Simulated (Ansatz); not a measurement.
`C[Si]O` → `[CH2]` (triplet) + `O[SiH]` at 298.15 K and 1 bar (formal loss of a carbene).

Computed with Ansatz on PBE0-D4/def2-TZVP structures; ΔE is electronic, products minus reactants. CCSD(T)/CBS is frozen-core, at the limit of the def2 triple- and quadruple-zeta sets. Triplets are unrestricted, without spin–orbit coupling. One conformer a species, not always the lowest.

| species | CCSD(T)/CBS energy (Eh) | H − E (kJ/mol) | S (J/(mol·K)) |
| --- | --- | --- | --- |
| `C[Si]O` | -404.71104 | 145.1 | 290.6 |
| `[CH2]` (triplet) | -39.09310 | 55.4 | 195.3 |
| `O[SiH]` | -365.43384 | 65.7 | 241.9 |

H − E and S are ideal-gas, rigid-rotor, harmonic terms from PBE0-D4/def2-TZVP, for one conformer and one mirror image of each species, with the whole ground term of open shells counted as degenerate. 1 Eh = 2625.50 kJ/mol, R = 8.31446 J/(mol·K).

Task: By hand: ΔE, ΔH, ΔS and ΔG.

Result: ΔE = (-39.09310) + (-365.43384) − (-404.71104) = 0.18410 Eh = 483.4 kJ/mol. Δ(H − E) = 55.4 + 65.7 − 145.1 = -24.0, so ΔH = 459.4 kJ/mol. ΔS = 195.3 + 241.9 − 290.6 = 146.6 J/(mol·K). ΔG = 459.4 − 298.15 × (146.6)/1000 = 415.7 kJ/mol.

Task: By hand: the equilibrium constant, and the temperature at which ΔG would vanish if ΔH and ΔS stayed fixed.

Result: log₁₀ K = −ΔG/(RT ln 10) = -72.8. ΔG = 0 at ΔH/ΔS = 3134 K, far beyond where these terms or the molecules hold.

The number of gas molecules changes by +1, which sets the sign of ΔS. A doubt of 5 kJ/mol in ΔE shifts log₁₀ K by 0.9 here. Other conformers and mirror images would add mixing entropy, several J/(mol·K) or more a flexible species. A triplet takes part, so the spin changes. These are equilibria of isolated gas molecules and say nothing of rates. Largest T1 diagnostic: 0.016 (customary marks: 0.02 for closed shells, 0.045 for open ones).
